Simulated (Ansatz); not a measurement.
# HO2 radical: energies up the ladder, part 1 of 2

Aim: energies up the ladder, for HO2 radical, with the cost of each level. Spin multiplicity 2.

Method: the levels named in each step, in Ansatz 0.2.0.

### Step 1. The starting structure

Bond lengths: O1–O2 1.302 Å, O2–H3 0.984 Å. Angles: O1–O2–H3 108.4°.

As a file:

```xyz
3

O     0.6210   -0.2801    0.0000
O    -0.5429    0.3046   -0.0006
H    -1.2397   -0.3896    0.0096
```

### Step 2. A rough first relaxation, PBE-D4/def2-SVP

This run stands in another session on the same molecule. It ended at:

```xyz
3

O     0.6236   -0.2899    0.0001
O    -0.5509    0.3233   -0.0008
H    -1.2343   -0.3985    0.0096
```

### Step 3. Relaxation, PBE0-D4/def2-TZVPP

This run stands in another session on the same molecule. It ended at:

```xyz
3

O     0.6085   -0.2888    0.0001
O    -0.5524    0.3163   -0.0007
H    -1.2177   -0.3926    0.0095
```

### Step 4. Frequencies, PBE0-D4/def2-TZVPP

Contents of input.yaml:

```yaml
crystal:
  periodic: [false, false, false]
  atoms:
    - { symbol: O, position_ang: [0.60852201, -0.28883212, 0.00014537] }
    - { symbol: O, position_ang: [-0.55241343, 0.31631414, -0.00067481] }
    - { symbol: H, position_ang: [-1.21768859, -0.39258202, 0.00950944] }
magnetization:
  spin_polarized: true
  initial_magnetization: 1
basis:
  gaussian: { orbitals: def2-TZVPP }
hamiltonian:
  xc: pbe0
  dispersion: d4
phonons: {}
```

Run with:

```
> ansatz run input.yaml --threads 2 --pin off --max-ram 5120MiB --backend cpu --events-out ev --progress --plain --runs-dir out
```

What it wrote:

```text
Warning: RAYON_NUM_THREADS=2 ignored (pool sized by the plan → 2); use --threads N
Engine: ansatz 0.2.0, x86_64-unknown-linux-gnu
Functional definition: PBE0
  parameter a = 0.25
  parameter kappa = 0.804
  parameter beta = 0.06672455060314922
  exchange = (1 - a)*pbe_x(kappa = kappa, mu = beta*pi^2/3) + a*exact_x
  correlation = pbe_c(beta = beta)
361 factors; their error is unknown
mean field evaluation 1: about -4102.8335 eV, gradient 1.8e1 eV
mean field evaluation 2: about -4102.9864 eV, gradient 1.7e1 eV
mean field evaluation 4: about -4103.9439 eV, gradient 2.7e0 eV
mean field evaluation 8: about -4103.9676 eV, gradient 3.9e-2 eV
mean field evaluation 16: about -4103.9789 eV, gradient 3.0e-5 eV
mean field -4103.97885021 eV, -150.8184409685 hartree, gradient 3.0e-5 eV, S^2 0.754106; 1 other end points of the search recorded, 0 dependent functions left out
the calculation of the forces begins
reference -4103.97886419 eV, -150.8184414822 hartree; 9, 8 occupied and 67, 68 virtual orbitals, 361 factors
these checks for a lower state are left out or cut short: stability, starts, cluster_reference, orbital_swaps, neighbouring_geometries, increment
361 factors; their error is unknown
mean field -4103.97881787 eV, -150.8184397801 hartree, gradient 1.2e-6 eV, S^2 0.754103; 0 other end points of the search recorded, 0 dependent functions left out
the calculation of the forces begins
reference -4103.97883186 eV, -150.8184402941 hartree; 9, 8 occupied and 67, 68 virtual orbitals, 361 factors
these checks for a lower state are left out or cut short: stability, starts, cluster_reference, orbital_swaps, neighbouring_geometries, increment
361 factors; their error is unknown
mean field evaluation 32: about -4103.9787 eV, gradient 1.9e-1 eV
mean field -4103.97881699 eV, -150.8184397475 hartree, gradient 1.2e-6 eV, S^2 0.754109; 0 other end points of the search recorded, 0 dependent functions left out
the calculation of the forces begins
reference -4103.97883095 eV, -150.8184402608 hartree; 9, 8 occupied and 67, 68 virtual orbitals, 361 factors
these checks for a lower state are left out or cut short: stability, starts, cluster_reference, orbital_swaps, neighbouring_geometries, increment
361 factors; their error is unknown
mean field -4103.97878820 eV, -150.8184386896 hartree, gradient 3.0e-6 eV, S^2 0.754110; 0 other end points of the search recorded, 0 dependent functions left out
the calculation of the forces begins
reference -4103.97880217 eV, -150.8184392030 hartree; 9, 8 occupied and 67, 68 virtual orbitals, 361 factors
these checks for a lower state are left out or cut short: stability, starts, cluster_reference, orbital_swaps, neighbouring_geometries, increment
361 factors; their error is unknown
mean field -4103.97878362 eV, -150.8184385212 hartree, gradient 2.8e-6 eV, S^2 0.754102; 0 other end points of the search recorded, 0 dependent functions left out
the calculation of the forces begins
reference -4103.97879760 eV, -150.8184390350 hartree; 9, 8 occupied and 67, 68 virtual orbitals, 361 factors
these checks for a lower state are left out or cut short: stability, starts, cluster_reference, orbital_swaps, neighbouring_geometries, increment
361 factors; their error is unknown
mean field -4103.97870630 eV, -150.8184356798 hartree, gradient 1.2e-6 eV, S^2 0.754112; 0 other end points of the search recorded, 0 dependent functions left out
the calculation of the forces begins
reference -4103.97872029 eV, -150.8184361939 hartree; 9, 8 occupied and 67, 68 virtual orbitals, 361 factors
these checks for a lower state are left out or cut short: stability, starts, cluster_reference, orbital_swaps, neighbouring_geometries, increment
361 factors; their error is unknown
mean field evaluation 64: about -4103.9786 eV, gradient 1.9e-1 eV
mean field -4103.97871472 eV, -150.8184359892 hartree, gradient 1.2e-6 eV, S^2 0.754100; 0 other end points of the search recorded, 0 dependent functions left out
the calculation of the forces begins
reference -4103.97872868 eV, -150.8184365024 hartree; 9, 8 occupied and 67, 68 virtual orbitals, 361 factors
these checks for a lower state are left out or cut short: stability, starts, cluster_reference, orbital_swaps, neighbouring_geometries, increment
361 factors; their error is unknown
mean field -4103.97876286 eV, -150.8184377585 hartree, gradient 2.5e-6 eV, S^2 0.754104; 0 other end points of the search recorded, 0 dependent functions left out
the calculation of the forces begins
reference -4103.97877687 eV, -150.8184382731 hartree; 9, 8 occupied and 67, 68 virtual orbitals, 361 factors
these checks for a lower state are left out or cut short: stability, starts, cluster_reference, orbital_swaps, neighbouring_geometries, increment
361 factors; their error is unknown
mean field -4103.97876805 eV, -150.8184379491 hartree, gradient 2.5e-6 eV, S^2 0.754109; 0 other end points of the search recorded, 0 dependent functions left out
the calculation of the forces begins
reference -4103.97878200 eV, -150.8184384619 hartree; 9, 8 occupied and 67, 68 virtual orbitals, 361 factors
these checks for a lower state are left out or cut short: stability, starts, cluster_reference, orbital_swaps, neighbouring_geometries, increment
361 factors; their error is unknown
mean field -4103.97876452 eV, -150.8184378194 hartree, gradient 1.2e-6 eV, S^2 0.754103; 0 other end points of the search recorded, 0 dependent functions left out
the calculation of the forces begins
reference -4103.97877848 eV, -150.8184383323 hartree; 9, 8 occupied and 67, 68 virtual orbitals, 361 factors
these checks for a lower state are left out or cut short: stability, starts, cluster_reference, orbital_swaps, neighbouring_geometries, increment
361 factors; their error is unknown
mean field evaluation 96: about -4103.9787 eV, gradient 1.9e-1 eV
mean field -4103.97875687 eV, -150.8184375381 hartree, gradient 1.2e-6 eV, S^2 0.754109; 0 other end points of the search recorded, 0 dependent functions left out
the calculation of the forces begins
reference -4103.97877086 eV, -150.8184380525 hartree; 9, 8 occupied and 67, 68 virtual orbitals, 361 factors
these checks for a lower state are left out or cut short: stability, starts, cluster_reference, orbital_swaps, neighbouring_geometries, increment
361 factors; their error is unknown
mean field -4103.97881158 eV, -150.8184395487 hartree, gradient 2.6e-6 eV, S^2 0.754104; 0 other end points of the search recorded, 0 dependent functions left out
the calculation of the forces begins
reference -4103.97882554 eV, -150.8184400617 hartree; 9, 8 occupied and 67, 68 virtual orbitals, 361 factors
these checks for a lower state are left out or cut short: stability, starts, cluster_reference, orbital_swaps, neighbouring_geometries, increment
361 factors; their error is unknown
mean field -4103.97881089 eV, -150.8184395233 hartree, gradient 2.7e-6 eV, S^2 0.754108; 0 other end points of the search recorded, 0 dependent functions left out
the calculation of the forces begins
reference -4103.97882488 eV, -150.8184400376 hartree; 9, 8 occupied and 67, 68 virtual orbitals, 361 factors
Total energy: -4103.98884216 eV, -150.8188081658 hartree
Atom 0 at     0.608522    -0.288832     0.000145 Å, force     0.001095     0.000256    -0.000008 eV/Å
Atom 1 at    -0.552413     0.316314    -0.000675 Å, force    -0.000796    -0.001381     0.000018 eV/Å
Atom 2 at    -1.217689    -0.392582     0.009509 Å, force    -0.000298     0.001125    -0.000010 eV/Å
Dipole moment:    -0.430659    -0.178818     0.003766 e Å
Vibrations: 1226.05 1462.65 3657.23 cm⁻¹, zero-point energy 0.393398 eV
```

It took 4.4 s on 2 threads of Intel Xeon 6975P-C (Granite Rapids), shared host; peak memory 0.13 GiB.

Harmonic frequencies (cm⁻¹; negative: imaginary): 1226, 1463, 3657.

### Step 5. Single point, PBE-D4/def2-TZVPP

Changes to input.yaml since step 4:

```diff
@@ -12,4 +12,3 @@
 hamiltonian:
-  xc: pbe0
+  xc: pbe
   dispersion: d4
-phonons: {}
```

Run with:

```
> ansatz run input.yaml --threads 2 --pin off --max-ram 5120MiB --backend cpu --events-out ev --progress --plain --runs-dir out
```

What it wrote:

```text
Warning: RAYON_NUM_THREADS=2 ignored (pool sized by the plan → 2); use --threads N
[... 1 set-up line as earlier in the session ...]
Functional definition: PBE
[... 2 set-up lines as earlier in the session ...]
  exchange = pbe_x(kappa = kappa, mu = beta*pi^2/3)
[... 1 set-up line as earlier in the session ...]
361 factors; their error is unknown
mean field evaluation 1: about -4102.4765 eV, gradient 2.3e1 eV
mean field evaluation 2: about -4100.8012 eV, gradient 3.2e1 eV
mean field evaluation 4: about -4104.2668 eV, gradient 1.1e0 eV
mean field evaluation 8: about -4104.2666 eV, gradient 1.3e-2 eV
mean field evaluation 16: about -4102.8492 eV, gradient 1.0e1 eV
mean field evaluation 32: about -4103.3730 eV, gradient 1.1e1 eV
mean field -4104.26659865 eV, -150.8290155287 hartree, gradient 2.5e-5 eV, S^2 0.752024; 4 other end points of the search recorded, 0 dependent functions left out
reference -4104.26661836 eV, -150.8290162528 hartree; 9, 8 occupied and 67, 68 virtual orbitals, 361 factors
Total energy: -4104.27900903 eV, -150.8294716015 hartree
```

Run time: 1 s. Hardware: 2 threads of Intel Xeon 6975P-C (Granite Rapids), shared host; peak memory 0.11 GiB.

### Step 6. Single point, r2SCAN-D4/def2-TZVPP

Changes to input.yaml since step 5:

```diff
@@ -12,3 +12,3 @@
 hamiltonian:
-  xc: pbe
+  xc: r2scan
   dispersion: d4
```

Run with:

```
> ansatz run input.yaml --threads 2 --pin off --max-ram 5120MiB --backend cpu --events-out ev --progress --plain --runs-dir out
```

What it wrote:

```text
Warning: RAYON_NUM_THREADS=2 ignored (pool sized by the plan → 2); use --threads N
[... 1 set-up line as earlier in the session ...]
Functional definition: r2SCAN
  parameter k0 = 0.174
  parameter k1 = 0.065
  parameter a1 = 4.9479
  exchange = r2scan_x(k0 = k0, k1 = k1, a1 = a1)
  correlation = r2scan_c
361 factors; their error is unknown
mean field evaluation 1: about -4104.8588 eV, gradient 2.1e1 eV
mean field evaluation 2: about -4104.4615 eV, gradient 2.4e1 eV
mean field evaluation 4: about -4106.2821 eV, gradient 3.3e0 eV
mean field evaluation 8: about -4106.3163 eV, gradient 4.1e-2 eV
mean field evaluation 16: about -4106.3105 eV, gradient 2.2e-5 eV
mean field -4106.31046398 eV, -150.9041261942 hartree, gradient 2.5e-5 eV, S^2 0.754371; 1 other end points of the search recorded, 0 dependent functions left out
reference -4106.31046904 eV, -150.9041263801 hartree; 9, 8 occupied and 67, 68 virtual orbitals, 361 factors
Total energy: -4106.31334227 eV, -150.9042319691 hartree
```

Run time: 1.3 s. Hardware: 2 threads of Intel Xeon 6975P-C (Granite Rapids), shared host; peak memory 0.13 GiB.

### Step 7. Single point, B3LYP-D4/def2-TZVPP

Changes to input.yaml since step 6:

```diff
@@ -12,3 +12,3 @@
 hamiltonian:
-  xc: r2scan
+  xc: { name: B3LYP }
   dispersion: d4
```

Run with:

```
> ansatz run input.yaml --threads 2 --pin off --max-ram 5120MiB --backend cpu --events-out ev --progress --plain --runs-dir out
```

What it wrote:

```text
Warning: RAYON_NUM_THREADS=2 ignored (pool sized by the plan → 2); use --threads N
[... 1 set-up line as earlier in the session ...]
Functional definition: B3LYP
  parameter a0 = 0.2
  parameter ax = 0.72
  parameter ac = 0.81
  exchange = (1 - a0 - ax)*slater_x + ax*b88_x + a0*exact_x
  correlation = (1 - ac)*vwn_rpa_c + ac*lyp_c
361 factors; their error is unknown
mean field evaluation 1: about -4106.9065 eV, gradient 2.0e1 eV
mean field evaluation 2: about -4106.7598 eV, gradient 2.2e1 eV
mean field evaluation 4: about -4108.2704 eV, gradient 2.6e0 eV
mean field evaluation 8: about -4108.2916 eV, gradient 3.3e-2 eV
mean field evaluation 16: about -4108.2993 eV, gradient 2.0e-5 eV
mean field -4108.29927931 eV, -150.9772138093 hartree, gradient 2.0e-5 eV, S^2 0.753749; 1 other end points of the search recorded, 0 dependent functions left out
reference -4108.29942727 eV, -150.9772192470 hartree; 9, 8 occupied and 67, 68 virtual orbitals, 361 factors
Total energy: -4108.31930943 eV, -150.9779499029 hartree
```

It took 0.44 s on 2 threads of Intel Xeon 6975P-C (Granite Rapids), shared host; peak memory 0.12 GiB.

### Step 8. Single point, wB97M-V/def2-TZVPP

Changes to input.yaml since step 7:

```diff
@@ -12,3 +12,2 @@
 hamiltonian:
-  xc: { name: B3LYP }
-  dispersion: d4
+  xc: { name: wB97M-V }
```

Run with:

```
> ansatz run input.yaml --threads 2 --pin off --max-ram 5120MiB --backend cpu --events-out ev --progress --plain --runs-dir out
```

What it wrote:

```text
Warning: RAYON_NUM_THREADS=2 ignored (pool sized by the plan → 2); use --threads N
[... 1 set-up line as earlier in the session ...]
Functional definition: wB97M-V
  parameter omega = 0.3/bohr
  parameter cx = 0.15
  parameter cx01 = 1.007
  parameter cx10 = 0.259
  parameter css00 = 0.443
  parameter css04 = -1.437
  parameter css10 = -4.535
  parameter css20 = -3.390
  parameter css43 = 4.278
  parameter cos00 = 1.000
  parameter cos10 = 1.358
  parameter cos20 = 2.924
  parameter cos21 = -8.812
  parameter cos60 = -1.390
  parameter cos61 = 9.142
  parameter b = 6.0
  parameter c = 0.01
  gx(w, u) = 1 - cx + cx01*u + cx10*w
  gss(w, u) = css00 + css04*u^4 + css10*w + css20*w^2 + css43*w^4*u^3
  gos(w, u) = cos00 + cos10*w + (cos20 + cos21*u)*w^2 + (cos60 + cos61*u)*w^6
  exchange = spin_sum(e_x_unif_sr(omega)*gx(b97_w, b97_u_x)) + cx*exact_x_sr(omega) + exact_x_lr(omega)
  correlation = spin_sum(e_c_pw_mod_same_spin*gss(b97_w, b97_u_same))
      + integral(e_c_pw_mod_opposite_spin*gos(b97_w_opposite, b97_u_opposite)) + vv10(b, c)
361 factors; their error is unknown
75 factors; integrals over basis functions are off by at most 3.1e-5 eV
mean field evaluation 1: about -4105.9907 eV, gradient 1.7e1 eV
mean field evaluation 2: about -4106.6227 eV, gradient 1.2e1 eV
mean field evaluation 4: about -4107.0386 eV, gradient 1.6e0 eV
mean field evaluation 8: about -4107.0584 eV, gradient 2.1e-1 eV
mean field evaluation 16: about -4107.0585 eV, gradient 4.7e-5 eV
mean field -4107.05848349 eV, -150.9316154041 hartree, gradient 3.5e-5 eV, S^2 0.753271; 1 other end points of the search recorded, 0 dependent functions left out
reference -4107.05850362 eV, -150.9316161438 hartree; 9, 8 occupied and 67, 68 virtual orbitals, 361 factors
Total energy: -4107.05850362 eV, -150.9316161438 hartree
```

Run time: 2.4 s. Hardware: 2 threads of Intel Xeon 6975P-C (Granite Rapids), shared host; peak memory 0.19 GiB.

### Step 9. Single point, B2PLYP/def2-TZVPP

Changes to input.yaml since step 8:

```diff
@@ -12,2 +12,2 @@
 hamiltonian:
-  xc: { name: wB97M-V }
+  xc: { name: B2PLYP }
```

Run with:

```
> ansatz run input.yaml --threads 2 --pin off --max-ram 5120MiB --backend cpu --events-out ev --progress --plain --runs-dir out
```

What it wrote:

```text
Warning: RAYON_NUM_THREADS=2 ignored (pool sized by the plan → 2); use --threads N
[... 1 set-up line as earlier in the session ...]
Functional definition: B2PLYP
  parameter a = 0.53
  parameter c = 0.27
  exchange = (1 - a)*b88_x + a*exact_x
  correlation = (1 - c)*lyp_c + c*(mp2_os + mp2_ss)
490 factors; integrals over basis functions are off by at most 9.7e-4 eV
mean field evaluation 1: about -4100.5288 eV, gradient 1.6e1 eV
mean field evaluation 2: about -4100.6139 eV, gradient 1.6e1 eV
mean field evaluation 4: about -4101.5422 eV, gradient 3.4e0 eV
mean field evaluation 8: about -4101.6082 eV, gradient 6.3e-1 eV
mean field evaluation 16: about -4101.6187 eV, gradient 7.0e-4 eV
mean field evaluation 32: about -4101.6187 eV, gradient 2.5e-6 eV
mean field -4101.61870117 eV, -150.7317070909 hartree, gradient 2.5e-6 eV, S^2 0.757323; 2 other end points of the search recorded, 0 dependent functions left out
2 core orbitals not correlated: weight in the atoms' cores, before any rotation towards them, 1.000 or more for the frozen orbitals, at most 0.000 for the correlated occupied ones
reference -4101.61879248 eV, -150.7317104465 hartree; 7, 6 occupied and 67, 68 virtual orbitals, 490 factors
second order -14.77967603 eV of doubles, -0.00000000 eV of singles
Total energy: -4105.60930501 eV, -150.8783590771 hartree
```

Run time: 1.1 s. Hardware: 2 threads of Intel Xeon 6975P-C (Granite Rapids), shared host; peak memory 0.12 GiB.

### Step 10. Single point, LDA/def2-TZVPP

Changes to input.yaml since step 9:

```diff
@@ -12,2 +12,2 @@
 hamiltonian:
-  xc: { name: B2PLYP }
+  xc: lda
```

Run with:

```
> ansatz run input.yaml --threads 2 --pin off --max-ram 5120MiB --backend cpu --events-out ev --progress --plain --runs-dir out
```

What it wrote:

```text
Warning: RAYON_NUM_THREADS=2 ignored (pool sized by the plan → 2); use --threads N
[... 1 set-up line as earlier in the session ...]
Functional definition: SPW92
  exchange = slater_x
  correlation = pw_c
361 factors; their error is unknown
mean field evaluation 1: about -4077.2105 eV, gradient 2.3e1 eV
mean field evaluation 2: about -4075.4536 eV, gradient 3.3e1 eV
mean field evaluation 4: about -4078.9686 eV, gradient 8.3e-1 eV
mean field evaluation 8: about -4078.9666 eV, gradient 8.7e-3 eV
mean field evaluation 16: about -4077.5501 eV, gradient 1.0e1 eV
mean field evaluation 32: about -4078.9666 eV, gradient 1.1e-5 eV
mean field -4078.96662491 eV, -149.8992586424 hartree, gradient 1.1e-5 eV, S^2 0.751624; 3 other end points of the search recorded, 0 dependent functions left out
reference -4078.96664320 eV, -149.8992593145 hartree; 9, 8 occupied and 67, 68 virtual orbitals, 361 factors
Total energy: -4078.96664320 eV, -149.8992593145 hartree
```

Run time: 0.39 s. Hardware: 2 threads of Intel Xeon 6975P-C (Granite Rapids), shared host; peak memory 0.11 GiB.

### Step 11. Single point, PBE0-D4/def2-SVP

Changes to input.yaml since step 10:

```diff
@@ -10,4 +10,5 @@
 basis:
-  gaussian: { orbitals: def2-TZVPP }
+  gaussian: { orbitals: def2-SVP }
 hamiltonian:
-  xc: lda
+  xc: pbe0
+  dispersion: d4
```

Run with:

```
> ansatz run input.yaml --threads 2 --pin off --max-ram 5120MiB --backend cpu --events-out ev --progress --plain --runs-dir out
```

What it wrote:

```text
Warning: RAYON_NUM_THREADS=2 ignored (pool sized by the plan → 2); use --threads N
[... 7 set-up lines as earlier in the session ...]
315 factors; integrals over basis functions are off by at most 1.5e-3 eV
mean field evaluation 1: about -4097.7697 eV, gradient 1.6e1 eV
mean field evaluation 2: about -4098.0292 eV, gradient 1.4e1 eV
mean field evaluation 4: about -4098.7111 eV, gradient 2.2e0 eV
mean field evaluation 8: about -4098.8334 eV, gradient 1.2e-1 eV
mean field evaluation 16: about -4098.8335 eV, gradient 1.6e-4 eV
mean field -4098.83353094 eV, -150.6293539727 hartree, gradient 2.2e-5 eV, S^2 0.752842; 1 other end points of the search recorded, 0 dependent functions left out
reference -4098.83353992 eV, -150.6293543029 hartree; 9, 8 occupied and 24, 25 virtual orbitals, 315 factors
Total energy: -4098.84351789 eV, -150.6297209865 hartree
```

Wall time 0.27 s (2 threads of Intel Xeon 6975P-C (Granite Rapids), shared host); peak memory 0.098 GiB.

### Step 12. Single point, PBE-D4/def2-SVP

Changes to input.yaml since step 11:

```diff
@@ -12,3 +12,3 @@
 hamiltonian:
-  xc: pbe0
+  xc: pbe
   dispersion: d4
```

Run with:

```
> ansatz run input.yaml --threads 2 --pin off --max-ram 5120MiB --backend cpu --events-out ev --progress --plain --runs-dir out
```

What it wrote:

```text
Warning: RAYON_NUM_THREADS=2 ignored (pool sized by the plan → 2); use --threads N
[... 6 set-up lines as earlier in the session ...]
344 factors; their error is unknown
mean field evaluation 1: about -4097.7176 eV, gradient 1.9e1 eV
mean field evaluation 2: about -4097.1949 eV, gradient 2.2e1 eV
mean field evaluation 4: about -4099.0418 eV, gradient 3.9e0 eV
mean field evaluation 8: about -4099.0821 eV, gradient 1.1e-2 eV
mean field evaluation 16: about -4097.7269 eV, gradient 8.6e0 eV
mean field evaluation 32: about -4098.2517 eV, gradient 9.0e0 eV
mean field -4099.08210970 eV, -150.6384890738 hartree, gradient 8.3e-6 eV, S^2 0.751393; 4 other end points of the search recorded, 0 dependent functions left out
reference -4099.08212162 eV, -150.6384895119 hartree; 9, 8 occupied and 24, 25 virtual orbitals, 344 factors
Total energy: -4099.09451229 eV, -150.6389448606 hartree
```

Run time: 0.4 s. Hardware: 2 threads of Intel Xeon 6975P-C (Granite Rapids), shared host; peak memory 0.095 GiB.

(Continued in part 2 of 2.)
